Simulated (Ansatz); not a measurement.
# Structure relaxation of HfO₂

Method: DFT r2SCAN, scalar-relativistic, plane waves, PAW in Ansatz 0.2.0. Cutoff 500 eV, Γ-centred k mesh, Gaussian smearing, no spin polarisation in the final step.

The start is a database structure of HfO₂, space group P4_2/nmc (No. 137).

```yaml
crystal:
  lattice:
    - [3.55802, 0.00000, 0.00000]
    - [0.00000, 3.55802, 0.00000]
    - [0.00000, 0.00000, 5.17186]
  atoms:
    - { symbol: Hf, position: [0.50000, 0.50000, 0.50000] }
    - { symbol: Hf, position: [0.00000, 0.00000, 0.00000] }
    - { symbol: O, position: [0.00000, 0.50000, 0.69721] }
    - { symbol: O, position: [0.50000, 0.00000, 0.80279] }
    - { symbol: O, position: [0.50000, 0.00000, 0.30279] }
    - { symbol: O, position: [0.00000, 0.50000, 0.19721] }
```

Steps on the 6×6×4 mesh (6 atoms). 3 of 4 steps are shown, and the free energy counts from the last. Trial steps that were taken back and renewals of the plane-wave basis can be among the rows.

| step | ΔF (meV/atom) | V (Å³/atom) | P (GPa) | largest force component (eV/Å) |
| --- | --- | --- | --- | --- |
| 1 | 2.2 | 10.91 | 4.12 | 0.063 |
| 2 | 0.2 | 11.12 | -0.81 | 0.019 |
| 4 | 0.0 | 11.09 | -0.06 | 0.011 |

A final relaxation ran on a 6×6×6 mesh. The relaxed crystal, P4_2/nmc (No. 137):

Space group P4_2/nmc:1 (No. 137). a = 3.577 Å, b = 3.577 Å, c = 5.201 Å, α = 90.00°, β = 90.00°, γ = 90.00°
```json
{"atom": "Hf", "site": "2a", "symmetry": "-4m2", "x": "0.5000", "y": "0.5000", "z": "0.5000"}
{"atom": "O", "site": "4d", "symmetry": "2mm.", "x": "0.0000", "y": "0.5000", "z": "0.6964"}
```

```json
{
  "Volume per atom": "11.09 Å³",
  "Density": "10.51 g/cm³",
  "Energy over the elements": "-3.754 eV/atom",
  "Gap on the 6×6×6 mesh": "5.26 eV"
}
```

The zero of energy is the elements' standard structures at the same level (O₂ as a molecule); no fitted shifts are applied.

The final run used a 6×6×6 mesh on its 6-atom cell and 0.02 eV smearing. Spin–orbit coupling is left out.

A structure relaxed within its symmetry needn't be a true minimum.

Cost: 3 runs of about 2.3 core-minutes in all, on Arm Neoverse V2 (shared hosts).